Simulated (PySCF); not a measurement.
Geometries of 2 isomers of C5H9F, from PySCF, PBE0-D3(BJ)/def2-SVP geometry optimisation, gas phase. One conformer each, no zero-point energy, no frequencies.

Problem. Which is lower in electronic energy at this level?
A.
```xyz
15
angstrom
C      1.832   -0.840   -0.048
C      0.669   -0.189    0.686
C     -0.632   -0.294   -0.068
C     -0.972    0.672   -1.184
C     -1.715    0.708    0.106
F     -3.001    0.272    0.113
H      2.771   -0.746    0.517
H      1.646   -1.913   -0.212
H      1.984   -0.378   -1.036
H      0.895    0.876    0.868
H      0.547   -0.647    1.683
H     -0.999   -1.315   -0.231
H     -1.513    0.274   -2.046
H     -0.277    1.487   -1.409
H     -1.565    1.547    0.795
```
B.
```xyz
15
angstrom
C      2.052    0.179   -0.532
C      1.321   -0.501    0.579
C      0.010   -0.747    0.669
C     -1.049   -0.377   -0.321
C     -1.893    0.795    0.134
F     -1.883   -1.472   -0.493
H      1.401    0.458   -1.371
H      2.544    1.098   -0.171
H      2.855   -0.469   -0.922
H      1.946   -0.827    1.419
H     -0.376   -1.251    1.563
H     -0.603   -0.156   -1.306
H     -2.345    0.584    1.115
H     -1.278    1.702    0.223
H     -2.702    0.984   -0.587
```

Solution. B. That is `C/C=C\[C@H](C)F`, 4.4 kcal/mol below the other.

```tsv
SMILES	atoms numbered as above	E (Eh)	relative (kcal/mol)	relative (kJ/mol)	dipole (D)
C/C=C\[C@H](C)F	[CH3:1]/[CH:2]=[CH:3]\[C@H:4]([CH3:5])[F:6]	-295.22532	0.0	0.0	2.13
CC[C@@H]1C[C@H]1F	[CH3:1][CH2:2][C@@H:3]1[CH2:4][C@H:5]1[F:6]	-295.21836	4.4	18.3	1.70
```

As drawn, the lower has a C=C bond outside aromatic rings, which the higher lacks; the higher has a three-membered ring, which the lower lacks.
